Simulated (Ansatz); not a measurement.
A run of Ansatz (development build ahead of 0.2.0) on doublet C₃H₄(+) at this shape:

```xyz
7

C    -0.2403    0.9585   -0.8443
C    -0.0059   -0.0014    0.0170
C     0.2339   -0.9544    0.8522
H    -1.1970    0.9370   -1.3813
H     0.5517    1.6577   -1.0984
H     0.3537   -0.6411    1.8935
H     0.4042   -1.8987    0.3210
```

Its results:

```
Converged                       : yes
Reference energy                : -115.45787 hartree
Correlation energy              : -0.34127 hartree
Total energy                    : -115.79914 hartree
Spin squared of the determinant : 0.845
Stability test                  : minimum
```

Forces (eV/Å):
| atom | Fx | Fy | Fz |
| --- | --- | --- | --- |
| C1 | -0.577 | 0.877 | -1.591 |
| C2 | 0.179 | -0.901 | 1.265 |
| C3 | 0.264 | 0.576 | -0.639 |
| H4 | 0.149 | 0.112 | -0.378 |
| H5 | -0.056 | 0.773 | 0.161 |
| H6 | 0.409 | -0.686 | 0.351 |
| H7 | -0.367 | -0.750 | 0.831 |

(1) Which input gives this output? Name the method, the orbitals and the basis set, and write the input.

Answers

(1) UHF-MP2 in def2-SVP.

```yaml
crystal:
  periodic: [false, false, false]
  atoms:
    - { symbol: C, position_ang: [-0.24032, 0.95853, -0.84433] }
    - { symbol: C, position_ang: [-0.00593, -0.00142, 0.01702] }
    - { symbol: C, position_ang: [0.23386, -0.95441, 0.85221] }
    - { symbol: H, position_ang: [-1.197, 0.93703, -1.38126] }
    - { symbol: H, position_ang: [0.55167, 1.6577, -1.09837] }
    - { symbol: H, position_ang: [0.35368, -0.6411, 1.89348] }
    - { symbol: H, position_ang: [0.40422, -1.89875, 0.32097] }
basis:
  gaussian: { orbitals: def2-SVP }
total_charge: 1
magnetization:
  spin_polarized: true
  initial_magnetization: 1
hamiltonian:
  xc: hf
correlation:
  method: mp2
  frozen_orbitals: { C: 1, H: 0 }
output:
  forces: true
```

Caution: MP2 on this radical cation hangs on the determinant chosen.
